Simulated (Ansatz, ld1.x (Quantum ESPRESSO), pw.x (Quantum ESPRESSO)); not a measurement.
# Al (Z = 13): one change to the TM potential, in the atom and in the sc crystal

```json
{"Element": "Al", "Generator": "ld1.x (Quantum ESPRESSO) 7.5", "Type": "norm-conserving Troullier–Martins (Kleinman–Bylander form)", "Functional": "LDA (PW92)", "Relativity": "scalar-relativistic", "Frozen core": "[Ne]", "Valence charge": "3", "Reference configuration": "3s1.5 3p0 (charge +1.5)", "Partial waves": "3s (bound): rc 2.00 bohr; 3d channel at 0.4 Ry: rc 1.85 bohr; 3p (bound, empty): rc 1.75 bohr", "Local potential": "the p channel", "Core correction": "Bessel-smoothed model core, default radius (core density twice the valence density)"}
```

Change: wave 3p (bound): rc 1.75 bohr becomes 3p (bound): rc 2.62 bohr.

Cutoffs, loose and tight: the cutoffs (Ry, on a coarse ladder) from which the occupation-weighted sum of valence levels, in a spherical-Bessel basis at the reference potential, stays within 10 and 1 mRy of its value at 400 Ry. They do not see the model core or the augmentation charge, which bear on the density cutoff. Test errors are all-electron minus pseudo excitation energies from the reference, over the configurations 3s2 3p1; 3s2 3p0; 3s1 3p0; 3s2 3p1.3; 3s2 3p0.5; 3s0 3p3; 3s1 3p1 (two spin-polarised tests are not counted in the largest error); variants that change the core or the reference have their own tests.

Crystal test: sc Al in pw.x 7.5, no spin, 12³ k-points, Fermi–Dirac smearing 0.01 Ry, cutoffs set for each file from its atomic test. The reference is all-electron LAPW (Ansatz 0.2.0) with the same functional, mesh and smearing; V0 and B0 come from Birch–Murnaghan fits to the pressures at five volumes. Errors are pseudo minus all-electron; Δ is the rms difference of the E(V) curves that follow from these fits, minima aligned, over ±6 % about the mean V0. Mesh and smearing are coarse, so the numbers serve the comparison and aren't converged zero-temperature values; the lattice is a test structure that the element need not adopt.

All-electron: a0 = 2.683 Å (V0 = 19.31 Å³/atom), B0 = 60.7 GPa.

Task: Does the change bring the crystal closer to the all-electron result?

Result: The mean pressure error goes from -0.58 to -0.41 GPa, so the change moves the solid closer to the all-electron pressures.

| quantity | base | changed |
| --- | --- | --- |
| outcome (atom) | generated | generated |
| cutoff, loose (atom) | 10 Ry | 10 Ry |
| cutoff, tight (atom) | 30 Ry | 30 Ry |
| bound ghosts (atom) | none | none |
| largest test error (meV) (atom) | +9.0 | +8.3 |
| cutoffs in pw.x (Ry) | 50/200 | 50/200 |
| a0 (Å) | 2.675 | 2.677 |
| a0 error (%) | -0.32 | -0.22 |
| B0 error (%) | +1.9 | +1.2 |
| Δ (meV/atom) | 2.4 | 1.7 |
| mean pressure error (GPa) | -0.58 | -0.41 |

 The atomic cutoffs weigh occupied waves only.
